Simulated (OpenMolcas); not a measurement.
# SiB⁺ at 2.119 Å: OpenMolcas input and output

Input (each module block was a call of its own in one work directory; start orbitals came from a preliminary run):

```
&GATEWAY
Coord
2
angstrom
Si 0.0 0.0 0.0
B 0.0 0.0 2.1190
Basis=ANO-RCC-VTZP
Group=XY
RX2C
AMFI
ANGMom
0.0 0.0 0.0
RICD
&SEWARD
&GUESSORB
* RASSCF and CASPT2 blocks for each multiplicity and irrep, as for the first:
&RASSCF
FileOrb=$CurrDir/o32.orb
Symmetry=2
Spin=3
nActEl=6 0 0
Inactive=4 2
RAS2=4 4
CIRoot=4 4 1
Linear
Iterations=120 100
OrbListing=Nothing
PRWF=0.15
>>COPY $Project.RasOrb $CurrDir/o32.orb
>>COPY $Project.rasscf.h5 $CurrDir/r32.h5
&CASPT2
XMultistate=all
Imaginary=0.2
IPEA=0.25
MaxIter=40
>>COPY $Project.JobMix JOB001
&RASSI
Nr of JobIphs=5 4 7 2 5 1
1 2 3 4
1 2 3 4 5 6 7
1 2
1 2 3 4 5
1
SpinOrbit
EJob
Omega
MEES
MESO
Properties=4
'AngMom' 3 'Mltpl  1' 1 'Mltpl  1' 2 'Mltpl  1' 3
Thrs=1.0d-4
>>COPY $Project.rassi.h5 $CurrDir/so.h5
```

```bash
pymolcas m.inp
```

C2 symmetry about the axis (a holds Σ, Δ, Γ; b holds Π, Φ, H; Σ⁺ and Σ⁻ are not told apart); roots by multiplicity and irrep: 3b 4, 3a 7, 1b 2, 1a 5, 5a 1.

RASSI part of the output, in excerpt:

```
SPIN-FREE ENERGIES:
  (Shifted by EMIN (a.u.) =       -313.9373154334)
 SF State       Relative EMIN(au)   Rel lowest level(eV)    D:o, cm**(-1)      Abs_M
     1             0.0000000000        0.0000000000              0.0000         1.0
     2             0.0000000112        0.0000003060              0.0025         1.0
     5             0.0098534246        0.2681253438           2162.5767         0.0
    12             0.0210446282        0.5726535054           4618.7620         1.0
    13             0.0210446287        0.5726535194           4618.7621         1.0
    14             0.0262935319        0.7154834518           5770.7632         2.0
    15             0.0263831251        0.7179214087           5790.4267         2.0
    16             0.0274500365        0.7469535466           6024.5866         0.0
    17             0.0485483089        1.3210667839          10655.1222         0.0
    19             0.0703470189        1.9142399032          15439.3860         0.0
    18             0.0853032383        2.3212193643          18721.8968         0.0
     6             0.0922649254        2.5106565220          20249.8105         2.0
     7             0.0923615660        2.5132862471          20271.0207         2.0
     8             0.0977464893        2.6598174736          21452.8747         0.0
     3             0.1010007315        2.7483699146          22167.0983         1.0
     4             0.1010007335        2.7483699699          22167.0987         1.0
     9             0.1046220302        2.8469104748          22961.8815         0.0
    10             0.1288513188        3.5062230038          28279.5957         2.0
    11             0.1289745029        3.5095750154          28306.6315         2.0
++ Dipole transition strengths (spin-free states):
     for osc. strength at least  1.00000000E-05
      From   To        Osc. strength     Einstein coefficients Ax, Ay, Az (sec-1)    Total A (sec-1)
         1    5       2.83694820E-04  7.34328662E+00  8.77643301E+02  0.00000000E+00  8.84986588E+02
         1    6       6.77399606E-05  6.65249321E+03  1.18755303E+04  0.00000000E+00  1.85280235E+04
         1    7       6.73195265E-05  1.18248834E+04  6.62673702E+03  0.00000000E+00  1.84516204E+04
         1    8       6.78147038E-05  2.06448745E+04  1.73033681E+02  0.00000000E+00  2.08179082E+04
         1    3       7.51002842E-03  0.00000000E+00  0.00000000E+00  2.46150942E+06  2.46150942E+06
         1    4       6.95893420E-05  0.00000000E+00  0.00000000E+00  2.28088121E+04  2.28088121E+04
         1    9       5.98187263E-04  1.73866602E+03  2.08636432E+05  0.00000000E+00  2.10375098E+05
         1   10       9.11187368E-04  1.81576771E+05  3.04490422E+05  0.00000000E+00  4.86067193E+05
         1   11       9.12330947E-04  3.05634913E+05  1.81973304E+05  0.00000000E+00  4.87608217E+05
         2    5       2.83686430E-04  8.77617541E+02  7.34085119E+00  0.00000000E+00  8.84958392E+02
         2    6       6.77133667E-05  1.18751191E+04  6.64562595E+03  0.00000000E+00  1.85207451E+04
         2    7       6.73369621E-05  6.63060122E+03  1.18257936E+04  0.00000000E+00  1.84563948E+04
         2    8       6.78626705E-05  1.74779307E+02  2.06578490E+04  0.00000000E+00  2.08326283E+04
         2    3       6.95896702E-05  0.00000000E+00  0.00000000E+00  2.28089137E+04  2.28089137E+04
         2    4       7.50998601E-03  0.00000000E+00  0.00000000E+00  2.46149507E+06  2.46149507E+06
         2    9       5.98194020E-04  2.08638233E+05  1.73919654E+03  0.00000000E+00  2.10377429E+05
         2   10       9.11466772E-04  3.04521511E+05  1.81694643E+05  0.00000000E+00  4.86216154E+05
         2   11       9.10965387E-04  1.81916601E+05  3.04961688E+05  0.00000000E+00  4.86878289E+05
         5    3       1.86699133E-05  1.68752806E-01  4.98340471E+03  0.00000000E+00  4.98357346E+03
         5    4       1.86694713E-05  4.98328585E+03  1.69870197E-01  0.00000000E+00  4.98345572E+03
         5    9       1.86108817E-03  0.00000000E+00  0.00000000E+00  5.37040220E+05  5.37040220E+05
        12   14       1.54601562E-04  1.22695794E+02  1.41596173E+01  0.00000000E+00  1.36855411E+02
        12   15       1.57240648E-04  1.48970350E+01  1.29086791E+02  0.00000000E+00  1.43983826E+02
        12   17       1.84579745E-03  8.26260255E-01  4.48609598E+04  0.00000000E+00  4.48617861E+04
        12   18       3.18358766E-04  4.22359626E+04  7.73594998E-01  0.00000000E+00  4.22367362E+04
        13   14       1.54601525E-04  1.41595995E+01  1.22695751E+02  0.00000000E+00  1.36855351E+02
        13   15       1.57240616E-04  1.29086739E+02  1.48970304E+01  0.00000000E+00  1.43983769E+02
        13   17       1.84579770E-03  4.48609642E+04  8.26255670E-01  0.00000000E+00  4.48617905E+04
        13   18       3.18358626E-04  7.73595579E-01  4.22359433E+04  0.00000000E+00  4.22367169E+04
        16   17       2.08743459E-03  0.00000000E+00  0.00000000E+00  2.98550323E+04  2.98550323E+04
         6    3       5.12264143E-05  3.38946954E+01  9.17114266E+01  0.00000000E+00  1.25606122E+02
         6    4       5.12088482E-05  9.17105747E+01  3.38525339E+01  0.00000000E+00  1.25563109E+02
         6   10       1.00212796E-04  0.00000000E+00  0.00000000E+00  4.30996022E+03  4.30996022E+03
         6   11       1.30075512E-03  0.00000000E+00  0.00000000E+00  5.63203312E+04  5.63203312E+04
         7    3       5.07829824E-05  8.89416601E+01  3.28374138E+01  0.00000000E+00  1.21779074E+02
         7    4       5.07843821E-05  3.28361489E+01  8.89463389E+01  0.00000000E+00  1.21782488E+02
         7   10       1.29256301E-03  0.00000000E+00  0.00000000E+00  5.52973666E+04  5.52973666E+04
         7   11       1.00255176E-04  0.00000000E+00  0.00000000E+00  4.31804162E+03  4.31804162E+03
         8    3       2.55211815E-05  8.68362676E+00  2.04991790E-04  0.00000000E+00  8.68383175E+00
         8    4       2.55203323E-05  2.03583748E-04  8.68335004E+00  0.00000000E+00  8.68355362E+00
         3    9       9.99751978E-05  1.00592254E-03  4.21232143E+01  0.00000000E+00  4.21242202E+01
         3   10       2.23722100E-04  2.60912683E+03  2.96643307E+03  0.00000000E+00  5.57555990E+03
         3   11       2.25164457E-04  3.00970460E+03  2.65155103E+03  0.00000000E+00  5.66125564E+03
         4    9       9.99712209E-05  4.21214792E+01  1.01811100E-03  0.00000000E+00  4.21224973E+01
         4   10       2.23752894E-04  2.96635711E+03  2.60996944E+03  0.00000000E+00  5.57632655E+03
         4   11       2.24993685E-04  2.65164419E+03  3.00531694E+03  0.00000000E+00  5.65696113E+03
 Electric-quadrupole - electric-quadrupole not included
 Electric-dipole - electric-octupole not included
 Electric-dipole - magnetic-quadrupole not included
   Eigenvalues of complex Hamiltonian:
  (Shifted by EMIN (a.u.) =       -313.9373154334)
 SO State       Relative EMIN(au)   Rel lowest level(eV)    D:o, cm**(-1)      Omega
     1            -0.0002175061        0.0000000000              0.0000         0.0
     2            -0.0002093847        0.0002209935              1.7824         0.0
     3            -0.0000054043        0.0057715820             46.5509         1.0
     4            -0.0000053931        0.0057718888             46.5534         1.0
     5             0.0002057477        0.0115173216             92.8935         2.0
     6             0.0002057535        0.0115174797             92.8947         2.0
     7             0.0098526926        0.2740240669           2210.1532         0.0
     8             0.0098535277        0.2740467891           2210.3364         1.0
     9             0.0098535278        0.2740467919           2210.3364         1.0
    10             0.0210477267        0.5786564614           4667.1791         1.0
    11             0.0210477271        0.5786564732           4667.1792         1.0
    12             0.0262939747        0.7214141420           5818.5975         2.0
    13             0.0263835607        0.7238519033           5838.2593         2.0
    14             0.0274527112        0.7529449708           6072.9107         0.0
    15             0.0485528272        1.3271083753          10703.8509         0.0
    16             0.0703459138        1.9201284716          15486.8806         0.0
    17             0.0703460538        1.9201322815          15486.9113         1.0
    18             0.0703460538        1.9201322815          15486.9113         1.0
    19             0.0703464724        1.9201436740          15487.0032         2.0
    20             0.0703464724        1.9201436740          15487.0032         2.0
    21             0.0852920437        2.3268333877          18767.1769         0.0
    22             0.0920139557        2.5097459289          20242.4661         1.0
    23             0.0920139564        2.5097459479          20242.4662         1.0
    24             0.0922632914        2.5165307011          20297.1889         2.0
    25             0.0923598991        2.5191595308          20318.3919         2.0
    26             0.0926082271        2.5259168798          20372.8936         3.0
    27             0.0926082272        2.5259168810          20372.8936         3.0
    28             0.0977419137        2.6656116081          21499.6075         1.0
    29             0.0977419159        2.6656116667          21499.6080         1.0
    30             0.0977491047        2.6658072852          21501.1858         0.0
    31             0.1008113817        2.7491360876          22173.2779         0.0
    32             0.1008233770        2.7494624952          22175.9106         0.0
    33             0.1010070247        2.7544598045          22216.2166         1.0
    34             0.1010070278        2.7544598884          22216.2173         1.0
    35             0.1011929701        2.7595196367          22257.0269         2.0
    36             0.1011930021        2.7595205064          22257.0339         2.0
    37             0.1046258636        2.8529334284          23010.4599         1.0
    38             0.1046258636        2.8529334273          23010.4599         1.0
    39             0.1046260016        2.8529371822          23010.4902         0.0
    40             0.1288469792        3.5120235600          28326.3803         1.9
    41             0.1288469792        3.5120235584          28326.3803         1.9
    42             0.1288515080        3.5121467949          28327.3743         2.0
    43             0.1289746921        3.5154988043          28354.4101         2.0
    44             0.1289807660        3.5156640837          28355.7431         2.6
    45             0.1289807661        3.5156640869          28355.7432         2.6
 Weights of the five most important spin-orbit-free states for each spin-orbit state.
 SO State  Total energy (au)           Spin-free states, spin, and weights
    1        -0.000218       1 1.0  0.4997    2 1.0  0.4997    5 1.0  0.0005   17 0.0  0.0001   16 0.0  0.0000
    2        -0.000209       1 1.0  0.5000    2 1.0  0.5000   18 0.0  0.0000    8 1.0  0.0000    4 1.0  0.0000
    3        -0.000005       1 1.0  0.9996    5 1.0  0.0002   12 0.0  0.0001    2 1.0  0.0000    8 1.0  0.0000
    4        -0.000005       2 1.0  0.9996    5 1.0  0.0002   13 0.0  0.0001    1 1.0  0.0000    8 1.0  0.0000
    5         0.000206       2 1.0  0.5000    1 1.0  0.4999   14 0.0  0.0001    6 1.0  0.0000   19 2.0  0.0000
    6         0.000206       2 1.0  0.5000    1 1.0  0.5000   15 0.0  0.0001    7 1.0  0.0000   19 2.0  0.0000
    7         0.009853       5 1.0  0.9993    1 1.0  0.0002    2 1.0  0.0002   16 0.0  0.0002   17 0.0  0.0000
    8         0.009854       5 1.0  0.9996    2 1.0  0.0002   13 0.0  0.0001    1 1.0  0.0000   12 0.0  0.0000
    9         0.009854       5 1.0  0.9996    1 1.0  0.0002   12 0.0  0.0001    2 1.0  0.0000   13 0.0  0.0000
   10         0.021048      12 0.0  0.9716   13 0.0  0.0282    5 1.0  0.0001    1 1.0  0.0001    2 1.0  0.0000
   11         0.021048      13 0.0  0.9716   12 0.0  0.0282    5 1.0  0.0001    2 1.0  0.0001    1 1.0  0.0000
   12         0.026294      14 0.0  0.9999    2 1.0  0.0000    1 1.0  0.0000    6 1.0  0.0000    7 1.0  0.0000
   13         0.026384      15 0.0  0.9999    2 1.0  0.0000    1 1.0  0.0000    7 1.0  0.0000    6 1.0  0.0000
   14         0.027453      16 0.0  0.9998    5 1.0  0.0002    2 1.0  0.0000    1 1.0  0.0000    3 1.0  0.0000
   15         0.048553      17 0.0  0.9999    5 1.0  0.0000    2 1.0  0.0000    1 1.0  0.0000    4 1.0  0.0000
   16         0.070346      19 2.0  1.0000    8 1.0  0.0000    4 1.0  0.0000    3 1.0  0.0000    2 1.0  0.0000
   17         0.070346      19 2.0  1.0000    8 1.0  0.0000    4 1.0  0.0000    3 1.0  0.0000    2 1.0  0.0000
   18         0.070346      19 2.0  1.0000    8 1.0  0.0000    4 1.0  0.0000    3 1.0  0.0000    2 1.0  0.0000
   19         0.070346      19 2.0  1.0000    4 1.0  0.0000    3 1.0  0.0000    2 1.0  0.0000    1 1.0  0.0000
   20         0.070346      19 2.0  1.0000    4 1.0  0.0000    3 1.0  0.0000    2 1.0  0.0000    1 1.0  0.0000
   21         0.085292      18 0.0  0.9991    8 1.0  0.0008    3 1.0  0.0000    4 1.0  0.0000    1 1.0  0.0000
   22         0.092014       6 1.0  0.5811    7 1.0  0.4185    3 1.0  0.0002    4 1.0  0.0001   10 1.0  0.0000
   23         0.092014       6 1.0  0.5811    7 1.0  0.4185    4 1.0  0.0002    3 1.0  0.0001   10 1.0  0.0000
   24         0.092263       6 1.0  0.9996    3 1.0  0.0002    4 1.0  0.0002   14 0.0  0.0000   15 0.0  0.0000
   25         0.092360       7 1.0  0.9996    4 1.0  0.0002    3 1.0  0.0002   15 0.0  0.0000   14 0.0  0.0000
   26         0.092608       7 1.0  0.5813    6 1.0  0.4187   11 1.0  0.0000   10 1.0  0.0000    4 1.0  0.0000
   27         0.092608       7 1.0  0.5813    6 1.0  0.4187   11 1.0  0.0000   10 1.0  0.0000    3 1.0  0.0000
   28         0.097742       8 1.0  0.9983    4 1.0  0.0010    3 1.0  0.0004    9 1.0  0.0003   19 2.0  0.0000
...
```

Only roots inside an energy window near the equilibrium distance were included, so the list of states is not complete; labels number the states computed. Each spin and symmetry block has orbitals of its own, averaged over its own roots, so gaps between blocks are less sure than gaps within one and near the minimum can be off by tenths of an eV, in bad cases by more. No Rydberg orbitals are active, so Rydberg states, and σ→σ* states whose orbital the CASSCF left unused, can be missing between those listed. CASPT2 splits the two components of degenerate states numerically, here by up to 27 cm⁻¹. No roots were computed in block 5b (none fell in the window or the block failed), so states of that kind are missing and can lie low or lowest.
